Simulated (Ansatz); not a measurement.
# CH2NO radical (SMILES [N]=CO): one structure at several levels

An exercise on one series of results from a longer session: the logs are not shown, and one member is left open.

The runs use Ansatz 0.2.0, Gaussian basis; single points in def2-TZVPP.

Correlated methods freeze the cores. Orbitals are unrestricted.

### The system as given

SMILES `[N]=CO`, 5 atoms, charge 0, spin multiplicity 2.

Atoms are counted from 1 here; the program's logs count them from 0.

Bond lengths: N1–C2 1.170 Å, C2–O3 1.438 Å, C2–H4 1.137 Å, O3–H5 0.961 Å. Angles: N1–C2–O3 132.5°, N1–C2–H4 126.3°, O3–C2–H4 100.9°, C2–O3–H5 109.8°.

Geometry (Å):

```xyz
5
charge 0, multiplicity 2
N    -0.8083   -0.3403    1.1335
C    -0.3672   -0.2691    0.0518
O     0.6610    0.5538   -0.5255
H    -0.6050   -0.9603   -0.8197
H     0.9911    1.1725    0.1321
```

The first run:

run/in.yaml

```yaml
crystal:
  periodic: [false, false, false]
  atoms:
    - {symbol: N, position_ang: [-0.808300, -0.340300, 1.133500]}
    - {symbol: C, position_ang: [-0.367200, -0.269100, 0.051800]}
    - {symbol: O, position_ang: [0.661000, 0.553800, -0.525500]}
    - {symbol: H, position_ang: [-0.605000, -0.960300, -0.819700]}
    - {symbol: H, position_ang: [0.991100, 1.172500, 0.132100]}
basis:
  gaussian: {orbitals: def2-TZVPP}
magnetization: {spin_polarized: true, initial_magnetization: 1}
correlation: {method: ccsd_t}
scf: {omitted_lower_state_checks: [cluster_reference]}
output: {forces: true}
```

No record of the launch command was kept for these runs.

Steps of the session up to this table: CCSD(T)/def2-TZVPP; PBE0-D4/def2-TZVPP; wB97M-V/def2-TZVPP; r2SCAN-D4/def2-TZVPP; PBE-D4/def2-TZVPP; revPBE-D4/def2-TZVPP; CAM-B3LYP-D4/def2-TZVPP.

One of the session's tables, all rows but one given; the rest of the session is left out.

```
      method  RMS force component (eV/Å)  angle to CCSD(T) forces (°)  dipole (D)
     CCSD(T)                       3.078                    reference        1.30
     PBE0-D4                       2.823                          4.1        1.40
     wB97M-V                           ?                            ?           ?
   r2SCAN-D4                       2.820                          1.6        1.48
      PBE-D4                       2.861                          4.9        1.50
   revPBE-D4                       2.961                          5.2        1.49
CAM-B3LYP-D4                       2.687                          4.7        1.36
```

Estimate the missing values for wB97M-V.

The run gave: RMS force component (eV/Å): 2.739; angle to CCSD(T) forces (°): 3.0; dipole (D): 1.35. In the column «RMS force component (eV/Å)» it lies between CAM-B3LYP-D4 (2.687) and r2SCAN-D4 (2.820).
